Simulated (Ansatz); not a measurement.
CH4BN, SMILES `B1CN1` at its PBE0-D4/def2-TZVP geometry, where that method's forces vanish. The species carries charge 0 and has multiplicity 1.

```tsv
atom	x (Å)	y (Å)	z (Å)
B1	0.2031	-0.3564	-0.8625
C2	0.4573	0.2515	0.5534
N3	-0.8353	-0.0603	-0.0666
H4	0.5184	-0.7899	-1.9172
H5	0.7582	-0.3715	1.3952
H6	0.6933	1.3069	0.6862
H7	-1.7949	0.0198	0.2115
```

Question: For each bond, give half the difference of the two atoms' forces along it (eV/Å; positive pushes the atoms apart) under PBE-D4, r2SCAN-D4, B3LYP-D4, ωB97M-V in def2-TZVPP. (An estimate is asked.)

Answer: Computed: 
```csv
bond,length (Å),PBE-D4,r2SCAN-D4,B3LYP-D4,ωB97M-V
B1–C2,1.562,0.27,0.16,0.25,0.28
B1–N3,1.341,0.34,0.18,0.15,0.19
B1–H4,1.183,-0.16,-0.11,-0.18,-0.21
C2–N3,1.467,0.28,0.29,0.32,0.33
C2–H5,1.090,0.04,-0.07,-0.13,-0.15
C2–H6,1.090,0.04,-0.07,-0.13,-0.15
N3–H7,1.002,0.06,-0.10,-0.10,-0.16
```

B3LYP here is the variant with VWN-RPA as its local correlation; programs differ in this.
